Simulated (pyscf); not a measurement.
Structures and frequencies: ωB97X-D3(BJ)/def2-SVP in PySCF. Correlated levels are frozen-core, on RHF or UHF. ΔMP2 is the change of the MP2 total energy from the triple- to the quadruple-zeta basis.

Problem. HO–Si:–OH [singlet] -> O=SiH–OH
Surface: singlet. Broken: H–O. Formed: H–Si. Give ΔE‡ and ΔE from CCSD(T)/def2-TZVPP + ΔMP2(QZVPP), relative to the reactant's lowest minimum found.

Solution. ΔE‡ = 2.72 eV, ΔE = +0.35 eV. Zero-point energy shifts the barrier by -0.18 eV. It is a hydrogen shift, with an imaginary mode of 1504i cm⁻¹. The same reactants have a lower exit, to H₂O + O=Si: [singlet] (barrier +1.81 eV at ωB97M-D3(BJ), against +2.82 eV here). One saddle was located; it need not be the lowest between these sides. The CCSD(T) − MP2 part came from Ansatz, without density fitting, on the same reference.
